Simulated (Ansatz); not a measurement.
## Predicting a hybrid from its neighbours: C3H8 (propane)

The species is C3H8 (11 atoms), meant as a singlet with charge 0. As SMILES, `CCC`. The coordinates come from a PBE0-D4/def2-TZVP relaxation.

The vertical ionisation energy (to the doublet cation) y, in eV, basis def2-SVP; a is the functional's share of exact exchange. Programs: Ansatz 0.2.0.

| functional | program | a | y (eV) |
| --- | --- | --- | --- |
| PBE | Ansatz | 0 | 11.03 |
| BLYP | Ansatz | 0 | 10.95 |
| B3LYP | Ansatz | 0.2 | ? |
| r2SCAN0 | Ansatz | 0.25 | 11.60 |
| PBE0 | Ansatz | 0.25 | 11.48 |
| BHLYP | Ansatz | 0.5 | 11.84 |

Fit y = c + s·a to the known rows and predict B3LYP.


1. Means of the 5 rows: a = 0.2000, y = 11.380.
2. Σ(Δa)² = 0.175, Σ(Δa·Δy) = 0.31, so the slope is 0.31/0.175 = 1.7714.
3. Intercept: 11.380 − (1.7714) × 0.2000 = 11.026. The largest residual of the fit is 0.13.
4. B3LYP: 11.026 + (1.7714) × 0.2 = 11.38 eV.

The run gave 11.48 eV, so the prediction is off by -0.10 eV, within the scatter of the fit.
